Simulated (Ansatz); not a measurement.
cyclo-(PH)4 (P4H4). Charge 0, multiplicity 3. Geometry r2SCAN-D4/def2-SVP, that of the neutral singlet; atoms count from 1.

```csv
atom,x (Å),y (Å),z (Å)
P1,-0.010,-1.136,-1.194
P2,1.502,0.483,-0.658
P3,-0.420,1.589,-0.128
P4,-1.089,-0.423,0.663
H5,0.693,-2.239,-0.610
H6,1.719,-0.007,0.677
H7,0.033,2.153,1.109
H8,-2.426,-0.419,0.139
```

At PBE0-D4/def2-TZVP a singlet of charge 0 lies 3.73 eV below the triplet at the same geometry.

(1) Estimate the Mulliken populations from the PBE0/def2-TZVP orbitals of Ansatz.

(2) Where does the spin sit?

(3) And the Mayer bond orders between heavy atoms (over 0.3)?

Answers

(1) 
| atom | charge (e) | spin (α − β) |
| --- | --- | --- |
| P1 | -0.08 | 0.58 |
| P2 | -0.15 | 0.22 |
| P3 | -0.05 | 0.18 |
| P4 | -0.14 | 0.97 |
| H5 | 0.11 | 0.00 |
| H6 | 0.11 | 0.05 |
| H7 | 0.10 | 0.02 |
| H8 | 0.10 | -0.02 |
Mulliken values depend strongly on the basis.

(2) Summed by element: P 1.95, H 0.05, of 2 unpaired in all. Largest on single atoms: P4 0.97, P1 0.58, P2 0.22.

(3) P1–P2 1.17 (2.28 Å); P1–P4 0.75 (2.26 Å); P2–P3 0.89 (2.28 Å); P3–P4 1.10 (2.26 Å).
